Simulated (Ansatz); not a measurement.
# AlNH6: one species, many methods

One table from this session's results is given with a row withheld; the runs are named, their logs left out.

Program: Ansatz 0.2.0, Gaussian basis. Level of theory: functionals in def2-TZVPP, the program's frozen cores in correlated methods. These are calculated values, not measurements.

Levels to be run: LDA (SPW92), PBE-D4, revPBE-D4, BLYP-D4, r2SCAN-D4, B97M-V, PBE0-D4, B3LYP-D4, r2SCANh-D4, r2SCAN0-D4, HSE06-D4, BHLYP-D4, CAM-B3LYP-D4, LC-ωPBE, ωB97X-V, ωB97M-V, B2PLYP, PBE-QIDH; CCSD(T)/def2-SVP; CCSD(T)/def2-TZVPP; MP2/def2-QZVPP; extrapolation to the limit; RPA on PBE.

1 further run of the same task is left out (it didn't finish).

### The relaxed structure

All runs share one geometry, relaxed beforehand with PBE0-D4 in a triple-zeta def2 set.

SMILES `[NH3+][AlH3-]`, 8 atoms, charge 0, spin multiplicity 1.

Atoms are counted from 1 here; the program's logs count them from 0.

Bond lengths: N1–Al2 2.061 Å, N1–H3 1.015 Å, N1–H4 1.015 Å, N1–H5 1.015 Å, Al2–H6 1.603 Å, Al2–H7 1.603 Å, Al2–H8 1.603 Å. Angles: Al2–N1–H3 111.0°, Al2–N1–H4 111.0°, Al2–N1–H5 111.0°, H3–N1–H4 107.9°, H3–N1–H5 107.9°, H4–N1–H5 107.9°, N1–Al2–H6 99.3°, N1–Al2–H7 99.3°, N1–Al2–H8 99.3°, H6–Al2–H7 117.5°, H6–Al2–H8 117.5°, H7–Al2–H8 117.5°.

The first run:

Contents of in.yaml:

```yaml
crystal:
  periodic: [false, false, false]
  atoms:
    - {symbol: N, position_ang: [-0.285272, -0.098112, -0.947738]}
    - {symbol: Al, position_ang: [0.332173, 0.091131, 1.009333]}
    - {symbol: H, position_ang: [0.208550, 0.552775, -1.549715]}
    - {symbol: H, position_ang: [-1.278895, 0.088685, -1.035543]}
    - {symbol: H, position_ang: [-0.112639, -1.035982, -1.294849]}
    - {symbol: H, position_ang: [-0.061051, 1.625538, 1.256569]}
    - {symbol: H, position_ang: [1.886935, -0.252956, 0.823690]}
    - {symbol: H, position_ang: [-0.597501, -1.028079, 1.682553]}
basis:
  gaussian: {orbitals: def2-TZVPP}
hamiltonian: {xc: lda}
output: {orbitals: {seedname: orbitals}}
```

Steps of the session up to this table: LDA; PBE-D4 (GGA); revPBE-D4 (GGA); BLYP-D4 (GGA); r2SCAN-D4 (meta-GGA); B97M-V (meta-GGA); PBE0-D4 (hybrid); B3LYP-D4 (hybrid); r2SCANh-D4 (hybrid); r2SCAN0-D4 (hybrid); HSE06-D4 (hybrid); BHLYP-D4 (hybrid); CAM-B3LYP-D4 (range-separated); LC-ωPBE-D4 (range-separated; the results give it without D4); ωB97X-V (range-separated); ωB97M-V (range-separated); B2PLYP (double hybrid); PBE-QIDH (double hybrid).

One table of the session follows, with a row left open; its other results are not shown here.

It belongs to the step «Frontier levels by functional». 

```
  functional  HOMO (eV)  gap (eV)
 LDA (SPW92)      -6.18      4.90
      PBE-D4      -6.15      4.98
   revPBE-D4      -6.13      5.02
     BLYP-D4      -6.07      4.88
   r2SCAN-D4      -6.46      5.98
      B97M-V      -6.58      5.57
     PBE0-D4      -7.42      7.05
    B3LYP-D4      -7.23      6.53
  r2SCANh-D4      -6.92      6.68
  r2SCAN0-D4          ?         ?
    HSE06-D4      -7.01      6.28
    BHLYP-D4      -8.63      8.88
CAM-B3LYP-D4      -8.84      9.24
     LC-ωPBE     -10.24     11.92
     ωB97X-V      -9.89     11.38
     ωB97M-V      -9.67     10.71
```

**Question.** Estimate the row for r2SCAN0-D4.

Worked estimate for «HOMO (eV)». Against the share of exact exchange, r2SCAN-D4 (0, -6.46), r2SCANh-D4 (0.1, -6.92) give a slope of -4.60 per unit share; at 0.25 the line stands at -7.61.

As computed: HOMO (eV): -7.62; gap (eV): 7.71. In «HOMO (eV)» the line misses by +0.01.
